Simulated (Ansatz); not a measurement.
## Relaxing TlH2

Computed with Ansatz 0.2.0, DFT PBE, scalar-relativistic, plane waves, PAW.

The start puts TlH2 on the sites of a reported ThAs2 cell (P4/nmm, No. 129), with Tl in place of Th, H in place of As, at a guessed volume.

Input of the last, converged step (default PAW datasets):

```yaml
crystal:
  lattice:
    - [3.820010578, 0.0, 0.0]
    - [0.0, 3.820010578, 0.0]
    - [0.0, 0.0, 5.5874619888]
  atoms:
    - { symbol: Tl, position: [0.5, 0.0, 0.2344535223] }
    - { symbol: Tl, position: [0.0, 0.5, 0.7655464777] }
    - { symbol: H, position: [0.0, 0.0, 0.0] }
    - { symbol: H, position: [0.5, 0.5, 0.0] }
    - { symbol: H, position: [0.5, 0.0, 0.5834075656] }
    - { symbol: H, position: [0.0, 0.5, 0.4165924344] }
basis:
  ecutwfc: 420
kpoints:
  mp_grid: { grid: [10, 10, 8] }
hamiltonian:
  xc: pbe
scf:
  occupations: { method: gaussian, width: 0.1 }
output:
  forces: true
  stress: true
  eigenvalues: true
relax:
  adjacent_minimum: "off"
  f_tol: 0.01
  max_steps: 80
  cell: { stress_tol: 0.05 }
```

Launched as:

```bash
ansatz run input.yaml --threads 1 --pin off --max-ram 2560MiB --backend cpu --events-out ev --progress --plain --runs-dir out
```

The run took 61 s on 1 thread of Arm Neoverse V2 (shared host), peak memory 0.43 GiB.

End of the output:

```
SCF converged after 5 iterations
Free energy (F): -22948.061397 eV
Harris-Foulkes:  -22948.061397 eV  (|F-HF|=5.09e-11)
Internal energy: -22948.056211 eV  (E = F + TS)
E sigma→0 (E₀):  -22948.058804 eV
Entropy (-TS):   -0.005185 eV (-0.864 meV/atom)
Fermi energy:    6.467548 eV
--- Per-component energies (eV) ---
  E_band       = -65.238338
  E_kinetic    = 719.041875
  E_local      = -2069.254773  (includes V_loc(G=0)·N_el)
  E_nonlocal   = 640.185501
  E_hartree    = 761.875390
  E_xc         = -493.544226
  E_vxc        = -325.978791  (∫ρ·V_xc dr)
  E_paw        = -20333.583348  (= ΣΔE_a)
  E_vpaw       = -552.978870  (= ΣTr[D̂ρ^β])
  E_aug_tail   = -0.004058  (compensation charges beyond the density's cutoff)
  E_ewald      = -2172.772571
  E_smearing   = -0.005185  (= −TS)
  E_closure    = 0.000000  (closes the sum)
  Σ components = -22948.061397   (vs F -22948.061397, Δ=0.00e0)
--- Forces (eV/Å), atoms counted from 1 ---
  atom   1  Tl     0.00000000     0.00000000    -0.00311961
  atom   2  Tl     0.00000000     0.00000000     0.00311961
  atom   3  H      0.00000000     0.00000000     0.00000000
  atom   4  H      0.00000000     0.00000000     0.00000000
  atom   5  H      0.00000000     0.00000000     0.00364213
  atom   6  H      0.00000000     0.00000000    -0.00364213
  max |Σ_I F_I| component: 1.73e-18 eV/Å
--- Stress (GPa, compression-positive) ---
        0.009317       0.000000       0.000000
        0.000000       0.009317       0.000000
        0.000000       0.000000       0.031260
  P = ⅓ Tr σ = 0.0166 GPa (0.166 kbar)
--- Relaxed structure (5 steps of the walk, 4 accepted, 1 SCFs on fresh bases) ---
  F+E_penalty+E_count = -22948.06139665 eV   max|allowed force component| = 3.642e-3 eV/Å   (the final SCF, on the basis selected at the relaxed cell)
  cell:  # Å, volume = 82.0987 Å³
    - [3.849615, 0.000000, 0.0]
    - [0.000000, 3.849615, 0.0]
    - [0.0, 0.0, 5.539899]
  atoms:
    - { symbol: Tl, position: [0.5, 0.000000, 0.233783] }
    - { symbol: Tl, position: [0.000000, 0.5, 0.766217] }
    - { symbol: H, position: [0.000000, 0.000000, 0.000000] }
    - { symbol: H, position: [0.5, 0.5, 0.000000] }
    - { symbol: H, position: [0.5, 0.000000, 0.584953] }
    - { symbol: H, position: [0.000000, 0.5, 0.415047] }
```

Absolute energies hang on the potentials; compare differences alone.

The result has space group P4/nmm (No. 129). Around Tl lie 1 H at 1.95 Å and 4 H at 2.32 Å; H on Wyckoff site a (2 atoms of the primitive cell) is coordinated by 4 Tl at 2.32 Å, 4 H at 2.72 Å and 4 H at 3.00 Å; H on Wyckoff site c (2 atoms of the primitive cell) has 1 Tl at 1.95 Å.

Against the elements it lies at 0.62 eV/atom. The zero of energy is the elements' standard structures at the same level (H₂ as a molecule); no fitted shifts are applied.

For metals, differences of a few meV/atom aren't resolved. Spin–orbit coupling is left out.

A structure relaxed within its symmetry needn't be a true minimum.